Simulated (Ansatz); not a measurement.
**How far each method lies from full CI for H2B–B, quintet**

Geometry: that of the H2B–B, triplet, kept fixed. The triplet lies 5.0 eV lower here.

```
atom   x (Å)    y (Å)    z (Å)
   B  0.0000   0.0000   0.6756
   B  0.0000   0.0000  -0.9095
   H  0.0000   1.0479   1.2540
   H  0.0000  -1.0479   1.2540
```

Basis 6-31G; Ansatz 0.2.0. Correlated methods freeze the noble-gas cores, which leaves 8 electrons in 20 orbitals. Prefix R: restricted or restricted open-shell reference; prefix U: unrestricted. Active spaces: valence = (8e, 10o) chosen from the atoms' valence shells.

Full CI is exact within this basis and frozen core; it isn't the basis-set limit. The frozen core follows each run's orbitals, which can shift R against U totals by a few meV.

For open shells CISD and CISDTQ are restricted-active-space CI with the open shells as a complete middle space.

```
UHF ⟨S²⟩                          : 6.004
T1 diagnostic (RCCSD)             : 0.0291
largest doubles amplitude (RCCSD) : 0.068
T1 diagnostic (UCCSD)             : 0.0238
```

```
                   level  E − E(full CI) (kJ/mol)  share of correlation (%)  wall time
                     RHF                    225.4                      0.00          –
                     UHF                    221.2                      1.85          –
                    RMP2                     63.9                     71.65          –
                    UMP2                     63.4                     71.87          –
                    CISD                     11.7                     94.80      1.6 s
                   RCCSD                      7.0                     96.88          –
                   UCCSD                      6.8                     96.98          –
                RCCSD(T)                      2.2                     99.01      1.5 s
                UCCSD(T)                      2.1                     99.05      1.4 s
                 BCCD(T)                      2.2                     99.03      1.2 s
                  RCCSDT                      0.2                     99.93          –
                  UCCSDT                      0.1                     99.96          –
                  CISDTQ                      0.2                     99.93       32 s
               RCCSDT(Q)                      0.0                    100.00      4.6 s
               UCCSDT(Q)                     -0.1                    100.03      4.2 s
                 RCCSDTQ                      0.0                    100.01       38 s
  CASSCF (valence space)                     86.6                     61.55          –
  NEVPT2 (valence space)                     25.2                     88.82        4 s
  MRCISD (valence space)                      3.0                     98.65          –
MRCISD+Q (valence space)                      1.3                     99.43        9 s
```

The correlation energy at full CI, counted from RHF, is -2.336 eV. That run took 48 s on 1 thread of Arm Neoverse N1, shared host over 1,851,648 determinants.

Times hold each run's SCF and search for its determinant on a shared host, so for small cases they say little of a method's own cost; they ran on 1 thread of Arm Neoverse N1.

The full-CI state has the irrep A2 of C2v, in the program's axes.

Natural occupations of full CI about the gap: 1.959 1.959 1.010 0.992 0.991 0.980 0.024 0.022 0.021 0.011; effectively unpaired electrons, Σ n²(2−n)², 4.02.
